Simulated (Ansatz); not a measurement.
Basis-set extrapolation for `Nc1ncco1` (PBE0-D4/def2-TZVP geometry, frozen core, the Gaussian-basis code of Ansatz). Multiplicity 1, RHF reference.

```csv
,def2-TZVPP,def2-QZVPP
HF,-299.799360,-299.812697
MP2 correlation,-1.101275,-1.178872
CCSD(T) correlation,-1.167663,not run
```

Energies in hartree. Use E(X) = E(∞) + A·exp(−7.88·√X) for Hartree–Fock and E(X) = E(∞) + B·X^(−2.97) for correlation, with X = 3 and 4, and add CCSD(T) minus MP2 of the smaller set to the MP2 limit.

**Question.** What is the CCSD(T) energy at the basis-set limit?

**Answer.** HF limit: -299.812697 + (-0.013337) × 0.13774 = -299.81453. MP2 limit: -1.178872 + (-0.077597) × 0.74074 = -1.23635. Higher-order term: -1.167663 − (-1.101275) = -0.06639. Total: -301.11727 hartree, 394.5 kJ/mol below CCSD(T)/def2-TZVPP.
